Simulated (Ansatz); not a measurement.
Ideal-gas functions of CH$_{2}$N$_{2}$ (`N#CN`) at 298.15 K and 1 bar, from an Ansatz frequency run at PBE0-D4/def2-TZVP.

Molar mass 42.04 g/mol, point group Cs (symmetry number 1), electronic degeneracy 1, moments of inertia 1.628, 49.26, 50.505 u Å². Harmonic wavenumbers (cm⁻¹, unscaled): 422, 492, 574, 1117, 1194, 1630, 2384, 3580, 3674.

Use S(trans) = R[1.5 ln M + 2.5 ln T − 1.1517]; rotational temperatures θ = 24.2544 K / I; S(rot) = R[ln(√π/σ · √(T³/θAθBθC)) + 1.5]; for each mode x = 1.438777 ν̃/T, S = R[x/(eˣ − 1) − ln(1 − e⁻ˣ)] and H = RT x/(eˣ − 1); 1 cm⁻¹ = 0.0119627 kJ/mol; R = 8.31446 J/(mol·K).

Question: By hand: the entropy, in J/(mol·K).

Answer: Translation 155.5. Rotation: θ = 14.8983, 0.4924, 0.4802 K, giving 83.1. Vibration, mode by mode: 3.70, 2.84, 2.08, 0.24, 0.18, 0.03, 0.00, 0.00, 0.00, in all 9.1. Electronic 0.0. Sum 247.7 J/(mol·K).

Question: By hand: H − E and G − E in kJ/mol, counted from the electronic energy.

Answer: Zero-point energy ½ × 15067 × 0.0119627 = 90.1; thermal vibration 1.9; translation, rotation and pV give 4 RT = 9.9. H − E = 101.9 kJ/mol, and G − E = 101.9 − 298.15 × 247.7/1000 = 28.0 kJ/mol.

Vibration gives 4 % of the entropy. The sum counts one conformer and one mirror image; others add a mixing term.
